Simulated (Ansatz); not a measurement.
Results of PBEsol in Ansatz (plane waves, PAW) for hcp Be.

Numerical settings: plane-wave cutoff 520 eV, 30×30×16 k mesh (along the axes of the cell as run), Fermi–Dirac smearing 0.05 eV, scalar-relativistic PAW data made under PBE.

A third-order Birch–Murnaghan fit to the energies gives V0 = 7.837 Å³/atom, B0 = 124 GPa, B′ = 3.3.

| V (Å³/atom) | P (GPa) |
|---|---|
| 7.524 | ___ |
| 7.681 | ___ |
| 7.837 | 0.00 |
| 7.994 | ___ |
| 8.151 | -4.55 |

Q: Estimate the withheld pressures from this fit; the answers are the runs' own values.

A: 
- 7.524, P (GPa): 5.41
- 7.681, P (GPa): 2.59
- 7.994, P (GPa): -2.37

The formula P = (3/2) B0 (x^(7/3) − x^(5/3)) [1 + (3/4)(B′ − 4)(x^(2/3) − 1)] with x = V0/V meets the computed pressures within 0.02 GPa when these rounded values are put in.

Shape and atoms are relaxed at each volume.

Measured, for comparison: bulk modulus 117 GPa (room temperature, no zero-point or thermal correction, sources range from 97.2 to 117; as tabulated in arXiv:2410.04971). Computed less measured: bulk modulus +6 % (+6 % to +28 % over the range). A static lattice is as a rule a little smaller and stiffer than an uncorrected measurement, which can account for part of this in the bulk modulus.

Static lattice: no zero-point or thermal effects.

Cost on a shared machine: around 2.6 core-minutes (rough).

Ansatz is a first-principles code.
